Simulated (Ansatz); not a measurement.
Basis-set extrapolation for `CC1=CCCC1` (PBE0-D4/def2-TZVP geometry, frozen core, Ansatz 0.2.0). Multiplicity 1, RHF reference.

|  | def2-TZVPP | def2-QZVPP |
| --- | --- | --- |
| HF | -233.102903 | -233.113363 |
| MP2 correlation | -1.006716 | -1.069157 |
| CCSD(T) correlation | -1.105158 | not run |

Energies in hartree. Use E(X) = E(∞) + A·exp(−7.88·√X) for Hartree–Fock and E(X) = E(∞) + B·X^(−2.97) for correlation, with X = 3 and 4, and add CCSD(T) minus MP2 of the smaller set to the MP2 limit.

Question: What is the CCSD(T) energy at the basis-set limit?

Answer: HF limit: -233.113363 + (-0.010460) × 0.13774 = -233.11480. MP2 limit: -1.069157 + (-0.062441) × 0.74074 = -1.11541. Higher-order term: -1.105158 − (-1.006716) = -0.09844. Total: -234.32865 hartree, 75.7 kcal/mol below CCSD(T)/def2-TZVPP.
